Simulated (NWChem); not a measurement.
# PHF2 (difluorophosphine): B97-D/6-31+G(d) (Cartesian functions)

Aim: the vertical electron affinity of PHF2 (difluorophosphine) at B97-D/6-31+G* (Cartesian functions), from 2 runs. 

Program for the calculation: NWChem 7.3.0.

**1. The structure to begin with**

The species is PHF2 (4 atoms), meant as a singlet with charge 0. SMILES: `FPF`. Geometry: relaxed at GFN2-xTB.

Bond lengths: F1–P2 1.617 Å, P2–F3 1.617 Å, P2–H4 1.418 Å. Angles: F1–P2–F3 94.7°, F1–P2–H4 92.6°, F3–P2–H4 92.6°.

**2. Energy and gradient at B97-D/6-31+G(d) (Cartesian functions)**

struct.xyz

```xyz
4
F2HP B97-D
F      1.200700     0.603880    -0.244050
P     -0.020800    -0.433020    -0.460000
F     -1.177160     0.665480    -0.195640
H     -0.002740    -0.836340     0.899690
```

struct.nw

```
start struct
title "F2HP B97-D"
memory 2200 mb

geometry units angstroms noautoz
  load format xyz struct.xyz
end

basis cartesian
  * library 6-31+G*
end

dft
  xc becke97-d
  grid fine
  convergence energy 1e-07
  mulliken
  print medium
end

task dft gradient
```

Command:

```sh
$ nwchem struct.nw > struct.out
```

What it wrote:

```text
[...]
 Group name             Cs
[...]
          Wavefunction type:  closed shell.
          No. of atoms     :     4
          No. of electrons :    34
[...]
          Charge           :     0
          Spin multiplicity:     1
[...]
          AO basis - number of functions:    63
[...]
              XC Information
              --------------
                   Becke 97-D Method XC Functional
                  Becke 1997-D Exchange Functional  1.000
                Becke 1997-D Correlation Potential  1.000
[...]
 d= 0,ls=0.0,diis     1   -541.4824161504 -6.58D+02  2.66D-02  8.08D-01     1.4
[...]
 d= 0,ls=0.0,diis     8   -541.5698165222 -5.51D-09  4.96D-06  7.63D-08     5.3
         Total DFT energy =     -541.569816522203
      One electron energy =     -982.327239669832
           Coulomb energy =      368.903784631183
    Exchange-Corr. energy =      -44.465435377727
 Nuclear repulsion energy =      116.320303031573
    Dispersion correction =       -0.001229137400
[...]
      Total Density - Mulliken Population Analysis
     ---------------------------------------------
    Atom       Charge   Shell Charges
 -----------   ------   -------------------------------------------------------
    1 F    9     9.37   1.99  0.98  3.32  0.89  1.92 -0.00  0.17  0.09
    2 P   15    14.27   2.00  1.99  5.97  1.35  1.94  0.55  0.23  0.02  0.04  0.18
    3 F    9     9.37   1.99  0.98  3.32  0.89  1.92 -0.00  0.17  0.09
    4 H    1     0.99   0.54  0.46
[...]
  wavefunction    = closed shell
[...]
                         DFT ENERGY GRADIENTS
    atom               coordinates                        gradient
                 x          y          z           x          y          z
   1 F       0.981648  -0.028088  -2.247971   -0.004848   0.005246   0.019260
   2 P      -1.084586  -0.134751   0.000000   -0.000044  -0.000328   0.000000
   3 F       0.981648  -0.028088   2.247971   -0.004848   0.005246  -0.019260
   4 H      -1.400862   2.526838   0.000000    0.009740  -0.010165   0.000000
[...]
```

Wall time 8.7 s (1 thread of Intel Xeon Platinum 8259CL at 2.50GHz (Skylake/Cascade Lake), shared host); peak memory 0.26 GiB.

**3. The doublet anion at the same level**

geom.xyz

```xyz
4

F      1.200700     0.603880    -0.244050
P     -0.020800    -0.433020    -0.460000
F     -1.177160     0.665480    -0.195640
H     -0.002740    -0.836340     0.899690
```

geom.nw

```
START geom
memory stack 880 mb heap 220 mb global 1100 mb
charge -1

GEOMETRY units angstrom noautosym nocenter noautoz
  load format xyz geom.xyz
END

BASIS "ao basis"
  F library 6-31+G*
  P library 6-31+G*
  H library 6-31+G*
END

DFT
  xc becke97-d
  mult 2
  grid fine
  convergence energy 1e-07
  iterations 150
  mulliken
  print low
END

TASK dft gradient
```

Command:

```sh
$ nwchem geom.nw > geom.out
```

What it wrote:

```text
[...]
 d= 0,ls=0.0,diis     1   -541.2812093911 -6.58D+02  5.00D-02  5.11D-01     2.2
[...]
 d= 0,ls=0.0,diis    12   -541.5392865156 -4.12D-09  1.19D-06  7.49D-10    17.4
[...]
         Total DFT energy =     -541.539286515640
      One electron energy =     -989.797263729205
           Coulomb energy =      376.590742148367
    Exchange-Corr. energy =      -44.651837731533
 Nuclear repulsion energy =      116.320301934103
    Dispersion correction =       -0.001229137372
[...]
      Total Density - Mulliken Population Analysis
     ---------------------------------------------
    Atom       Charge   Shell Charges
 -----------   ------   -------------------------------------------------------
    1 F    9     9.29   1.99  0.98  3.33  0.89  1.93 -0.11  0.19  0.09
    2 P   15    15.38   2.00  1.99  5.97  1.30  1.97  0.55  0.59  0.07  0.72  0.20
    3 F    9     9.29   1.99  0.98  3.33  0.89  1.93 -0.11  0.19  0.09
    4 H    1     1.05   0.53  0.51
[...]
      <S2> =      0.7528 (Exact =     0.7500)
                         DFT ENERGY GRADIENTS
    atom               coordinates                        gradient
                 x          y          z           x          y          z
   1 F       2.268994   1.141168  -0.461188   -0.034609  -0.048105  -0.003991
   2 P      -0.039306  -0.818289  -0.869274    0.002624   0.084528   0.020919
   3 F      -2.224510   1.257575  -0.369706    0.031864  -0.049799  -0.005361
   4 H      -0.005178  -1.580453   1.700168    0.000122   0.013375  -0.011567
 Task  times  cpu:       21.3s     wall:       21.3s
 Total times  cpu:       21.4s     wall:       21.4s
```

Run time: 23 s. Hardware: 1 thread of Intel Xeon Platinum 8259CL at 2.50GHz (Skylake/Cascade Lake), shared host; peak memory 0.26 GiB.

**4. Outcome**

Level: B97-D/6-31+G* (Cartesian functions).

| quantity | value |
| --- | --- |
| singlet PHF2: total energy | -541.56982 Eh |
| singlet PHF2: dipole moment | 1.84 D |
| singlet PHF2: HOMO energy | -7.13 eV |
| singlet PHF2: LUMO energy | -2.01 eV |
| singlet PHF2: HOMO–LUMO gap | 5.12 eV |
| singlet PHF2: dispersion energy | -3.23 kJ/mol |
| singlet PHF2: largest force on an atom | 1.056 eV/Å |
| doublet anion: total energy | -541.53929 Eh |
| doublet anion: dispersion energy | -3.23 kJ/mol |
| doublet anion: ⟨S²⟩ | 0.753 |
| doublet anion: largest force on an atom | 4.480 eV/Å |
| vertical electron affinity (to the doublet anion) | -0.831 eV |

**Reading.** The anion lies 0.83 eV (80.2 kJ/mol) above the neutral: the electron isn't bound at this level, and such a value depends on the basis. The largest force (singlet PHF2) is 1.06 eV/Å: the shape isn't a stationary point for this species at this level. Mulliken charges (singlet PHF2) run from -0.37 on F1 to +0.73 on P2; in a basis this large or diffuse they mean little. Mulliken charges (doublet anion) run from -0.38 on P2 to -0.05 on H4; in a basis this large or diffuse they mean little.
